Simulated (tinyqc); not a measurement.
Orbital energy against energy difference: ionisation energy by orbital energies and by energy differences in the cc-pvdz basis, for H2O, spin multiplicity 1. Computed by the program tinyqc with PySCF. The cation is unrestricted; errors are against CCSD(T) in this basis, not against experiment.

Geometry (angstrom):

| atom | x | y | z |
|---|---|---|---|
| O | 0.0000 | 0.0000 | 0.0000 |
| H | 0.0000 | 0.7940 | 0.4870 |
| H | 0.0000 | -0.7940 | 0.4870 |

CCSD(T) difference in the same basis = 11.9689 eV

IP-EOM-CCSD = 11.8084 eV

First vertical ionisation energy (eV):

| method | -e(HOMO) | E(cation) - E | error of -e(HOMO) | error of the difference |
|---|---|---|---|---|
| HF | 13.349 | 10.75592 | 1.380 | -1.213 |
| LDA | 6.181 | 12.66718 | -5.788 | 0.698 |
| PBE | 6.083 | 12.31101 | -5.886 | 0.342 |
| B3LYP | 7.792 | 12.34101 | -4.177 | 0.372 |
| PBE0 | 8.166 | 12.22563 | -3.803 | 0.257 |
| CAM-B3LYP | 9.689 | 12.33611 | -2.280 | 0.367 |
| LC-wPBE | 11.172 | 12.39327 | -0.797 | 0.424 |

What does the comparison show, and why?

Koopmans errs by +1.38 eV and Delta-HF by -1.21 eV: relaxation, 2.59 eV, lowers the value and the missing correlation difference works against it. The PBE level is off by -5.9 eV through the wrong tail of its potential, though its energy difference is off by +0.34 eV; exact exchange deepens the level, and among the orbital energies LC-wPBE comes closest; among the differences PBE0 does.
